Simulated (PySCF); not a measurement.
Compound: cyclopentane, C₅H₁₀.
Numbering: `[CH2:1]1[CH2:2][CH2:3][CH2:4][CH2:5]1` (hydrogens: H6, H7 on C1; H8, H9 on C2; H10, H11 on C3; H12, H13 on C4; H14, H15 on C5)

The closed-shell ground state was solved at several levels (PySCF, density fitting, gas phase, non-relativistic). Isolated species at its PBE0-D3(BJ)/def2-TZVP geometry (one conformer only).

| level | basis functions | total energy (Eh) | HOMO (eV) | LUMO (eV) | gap (eV) | dipole (D) |
| --- | --- | --- | --- | --- | --- | --- |
| B97-2/pcSseg-2 | 320 | -196.5565 | -8.47 | 0.65 | 9.12 | 0.02 |
| wB97X-D/aug-cc-pVTZ | 460 | -196.5586 | -10.61 | 0.90 | 11.51 | 0.02 |
| KT3/pcSseg-2 | 320 | -199.8628 | -7.51 | -0.27 | 7.24 | 0.02 |
| PBE0/pcJ-2 | 495 | -196.3910 | -8.70 | 0.76 | 9.46 | 0.02 |
| B97-2/pcJ-2 | 495 | -196.5660 | -8.47 | 0.80 | 9.27 | 0.02 |
| wB97X-D/pcSseg-2 | 320 | -196.5640 | -10.61 | 2.31 | 12.92 | 0.02 |
| PBE0/pcSseg-2 | 320 | -196.3827 | -8.69 | 0.61 | 9.30 | 0.02 |
| PBE0/aug-cc-pVTZ | 460 | -196.3791 | -8.69 | -0.07 | 8.62 | 0.02 |
| B3LYP/pcJ-2 | 495 | -196.6430 | -8.53 | 0.45 | 8.98 | 0.02 |

Question: Estimate the row for CAM-B3LYP/aug-cc-pVTZ, a basis of 460 functions; the other rows only guide the guess.

Answer: Total energy -196.5036 Eh, HOMO -10.14 eV, LUMO 0.28 eV, gap 10.42 eV, dipole 0.02 D.

Question: Over all these levels, which gives the widest orbital gap and which the narrowest?

Answer: wB97X-D/pcSseg-2 (range-separated hybrid) has the widest, 12.92 eV, and KT3/pcSseg-2 (GGA) the narrowest, 7.24 eV. The two share the basis. From the narrowest to the widest the HOMO moves by -3.10 eV and the LUMO by +2.58 eV.

Question: How much does the basis alone move the frontier levels among the 3 PBE0 rows?

Answer: The HOMO by 0.01 eV and the LUMO by 0.83 eV. By rising basis size (HOMO, LUMO in eV): pcSseg-2 -8.69, 0.61; aug-cc-pVTZ -8.69, -0.07; pcJ-2 -8.70, 0.76.

Question: In the pcSseg-2 basis, how does the gap go with the fixed share of exact exchange?

Answer: KT3 (0 %) 7.24 eV; B97-2 (21 %) 9.12 eV; PBE0 (25 %) 9.30 eV. Each rise in the share widens the gap here.

Question: How far do the dipole and the HOMO energy spread over the levels?

Answer: The dipole runs from 0.02 to 0.02 D (mean 0.02 D) and the HOMO from -10.61 to -7.51 eV.

wB97X-D is run here without its empirical dispersion term; that term would change no orbital, density or response property at a fixed geometry.
